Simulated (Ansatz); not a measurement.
MgF2⁺ (the lowest doublet isomer of a short search), 3 atoms. Hardware: 4 threads of Arm Neoverse V1 on a shared host.

Correlated methods freeze 3 core orbitals; core or outer-core shells of Mg are correlated, in sets that lack core-valence functions. In CCSD on the charge 1 doublet the largest single amplitude is 0.41, so its Hartree–Fock determinant may place the open shell otherwise than the density functionals do.

(1) How many basis functions does each of these Ansatz runs have, and roughly what does it cost? PBE with 35 % exact exchange/def2-TZVP, charge 1 doublet, energy, from earlier orbitals; B97M-V/def2-TZVP, charge 1 doublet, energy, from earlier orbitals; PBE-D4/def2-TZVP, charge 1 quartet, energy, from earlier orbitals; LDA (SPW92)/def2-TZVP, charge 1 quartet, energy, from earlier orbitals; r2SCANh-D4/def2-TZVP, charge 1 doublet, energy, from earlier orbitals; PBE with 5 % exact exchange/def2-TZVP, charge 1 quartet, energy, from earlier orbitals; PBE0-D4/def2-TZVP, charge 1 doublet, energy and forces, from earlier orbitals; PBE-D4/def2-SVP, charge 1 doublet, energy, from earlier orbitals; B97M-V/def2-TZVP, charge 1 quartet, energy, from earlier orbitals; CCSD(T)/def2-TZVPP, charge 1 doublet, energy, from earlier orbitals; r2SCANh-D4/def2-TZVP, charge 1 quartet, energy, from earlier orbitals; PBE with 35 % exact exchange/def2-TZVP, charge 1 quartet, energy, from earlier orbitals.

## Answers

(1) Other jobs shared the machine, so times can vary by a factor of up to 3. A dash marks memory too small to be measured apart from the calling script's.

```csv
run,functions,fitting or Cholesky vectors,wall time,peak host memory (GiB)
"PBE-D4/def2-SVP, charge 1 doublet, energy, from earlier orbitals",46,475,0.5 s,–
"LDA (SPW92)/def2-TZVP, charge 1 quartet, energy, from earlier orbitals",94,600,0.55 s,–
"PBE with 35 % exact exchange/def2-TZVP, charge 1 doublet, energy, from earlier orbitals",94,666,0.95 s,–
"PBE-D4/def2-TZVP, charge 1 quartet, energy, from earlier orbitals",94,600,1.4 s,–
"PBE0-D4/def2-TZVP, charge 1 doublet, energy and forces, from earlier orbitals",94,600,1.6 s,–
"PBE with 5 % exact exchange/def2-TZVP, charge 1 quartet, energy, from earlier orbitals",94,600,1.7 s,–
"r2SCANh-D4/def2-TZVP, charge 1 doublet, energy, from earlier orbitals",94,600,1.8 s,–
"PBE with 35 % exact exchange/def2-TZVP, charge 1 quartet, energy, from earlier orbitals",94,666,1.8 s,–
"B97M-V/def2-TZVP, charge 1 doublet, energy, from earlier orbitals",94,600,2.8 s,–
"r2SCANh-D4/def2-TZVP, charge 1 quartet, energy, from earlier orbitals",94,600,3.2 s,–
"CCSD(T)/def2-TZVPP, charge 1 doublet, energy, from earlier orbitals",94,690,6.5 s,0.55
"B97M-V/def2-TZVP, charge 1 quartet, energy, from earlier orbitals",94,600,7 s,–
```
